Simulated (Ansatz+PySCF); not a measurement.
Results of a calculation; reference values are marked as such.
Input for Ansatz (development build ahead of 0.2.0):

```yaml
crystal:
  periodic: [false, false, false]
  atoms:
    - { symbol: C, position_ang: [0.0, 0.0, -1.57593] }
    - { symbol: C, position_ang: [0.0, 0.0, -0.13065] }
    - { symbol: C, position_ang: [0.0, 1.37221, 0.73132] }
    - { symbol: C, position_ang: [0.0, -1.37221, 0.73132] }
    - { symbol: H, position_ang: [0.0, -1.008, -2.19195] }
    - { symbol: H, position_ang: [0.0, 1.008, -2.19195] }
    - { symbol: H, position_ang: [0.0, 2.33459, 0.03662] }
    - { symbol: H, position_ang: [-0.95409, 1.42658, 1.44359] }
    - { symbol: H, position_ang: [0.95409, 1.42658, 1.44359] }
    - { symbol: H, position_ang: [0.0, -2.33459, 0.03662] }
    - { symbol: H, position_ang: [0.95409, -1.42658, 1.44359] }
    - { symbol: H, position_ang: [-0.95409, -1.42658, 1.44359] }
basis:
  gaussian: { orbitals: def2-SVP }
magnetization:
  spin_polarized: true
hamiltonian:
  xc: hf
```

The input is written out in the form of the current development build from the run's settings.

Output:

```json
{
  "Converged": "yes",
  "Total energy": "-155.93093 hartree",
  "Spin squared of the determinant": "0.346",
  "Stability test": "minimum",
  "Occupied orbitals by symmetry in an Abelian subgroup (alpha; beta)": "8 A1 1 A2 2 B1 5 B2; 8 A1 1 A2 2 B1 5 B2"
}
```

Caution: the unrestricted determinant is spin contaminated.
